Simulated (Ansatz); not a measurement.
Consider the isomerisation: `C[O]`• → `[CH2]O`•.

Computed with Ansatz on PBE0-D4/def2-TZVP structures; ΔE is electronic, products minus reactants. CBS: MP2 limit from def2 TZ/QZ plus the TZ coupled-cluster correction, frozen cores. Functionals use def2-TZVPP. Open shells (•) are unrestricted, without spin–orbit coupling.

**Question.** Is it downhill or uphill in electronic energy at CCSD(T)/CBS, and by how much? (An estimate is asked.)

**Answer.** Ansatz gave: Downhill: ΔE = -10.1 kcal/mol.

**Question.** What do these levels give: BHLYP-D4, PBE0, BHLYP, CCSD(T)/def2-TZVPP, MP2/def2-QZVPP, CCSD/CBS(cc)? (Estimate.)

**Answer.** Ansatz gave: BHLYP-D4 -4.9, PBE0 -7.5, BHLYP -4.8, CCSD(T)/def2-TZVPP -8.7, MP2/def2-QZVPP -14.8, CCSD/CBS(cc) -9.1 kcal/mol.

Largest T1 diagnostic among the species: 0.019.

From PBE to PBE0 (25 % exact exchange), in def2-TZVPP and without D4, ΔE moves by +0.7 kcal/mol. Leaving LDA and LC-ωPBE aside and taking each functional with its dispersion term where it has one, the values, not all of them listed here, spread over 4.1 kcal/mol, from PBE-QIDH to BHLYP-D4. LDA lies −3.9 kcal/mol from PBE without D4.
